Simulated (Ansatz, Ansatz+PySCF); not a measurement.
```yaml
atoms:
  - { symbol: H, position_ang: [0.0000, 0.0000, -1.6772] }
  - { symbol: C, position_ang: [0.0000, 0.0000, -0.5148] }
  - { symbol: C, position_ang: [0.0000, 0.0000, 0.7943] }
```

UHF on doublet C₂H was run in several spherical basis sets with Ansatz (development build ahead of 0.2.0). Caution for UHF: the unrestricted determinant is a mixture of spin states.

Rank the basis sets by the total energy that they give, lowest first, with the distance from the lowest.
A. def2-TZVP
B. cc-pVDZ
C. cc-pVTZ
D. 6-31G(d)
E. def2-SVP

A (0.00 eV), C (0.06 eV), B (0.49 eV), D (0.75 eV), E (2.23 eV).

Totals follow the description of the cores as much as that of the bonds, so this order isn't one of quality for chemistry.
